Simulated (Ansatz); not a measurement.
This geometry of C₂H₅Si (8 atoms, charge 0, multiplicity 2) is a first-order saddle point.

Method: UKS PBE0-D4/def2-SVP in Ansatz 0.2.0.

```xyz
8
Properties=species:S:1:pos:R:3
C -0.753 0.582 -0.637
C 0.227 0.418 0.343
Si 0.754 -1.135 1.248
H -1.408 -0.249 -0.915
H -0.877 1.523 -1.183
H 0.815 1.318 0.579
H 1.492 -0.409 0.007
H -0.251 -2.049 0.558
```

Task: Which two structures does it join? (They come from a converged band through this point; their orientation in space is the band's.)

Result: Bonds broken: Si3–H7. Bonds formed: C2–H7.

First end point:

```xyz
8
Properties=species:S:1:pos:R:3
C -0.932 0.707 -0.694
C 0.181 0.577 0.053
Si 0.655 -0.954 0.969
H -1.623 -0.127 -0.855
H -1.195 1.653 -1.179
H 0.821 1.460 0.180
H 2.132 -1.145 1.080
H -0.038 -2.172 0.447
```

Last end point:

```xyz
8
Properties=species:S:1:pos:R:3
C -0.650 0.525 -0.728
C 0.428 0.358 0.214
Si 0.593 -1.029 1.531
H -1.093 -0.341 -1.226
H -1.119 1.500 -0.875
H 0.920 1.289 0.529
H 1.256 -0.305 -0.227
H -0.337 -1.997 0.783
```

Task: How far does it lie above each of them?

Result: 44.6 kcal/mol above the first and 13.1 kcal/mol above the second. This is the barrier of this one path; another mechanism may lie lower.

Time of the run: 2.3 min on 2 threads of Arm Neoverse V1 (shared host), peak memory 0.18 GiB.
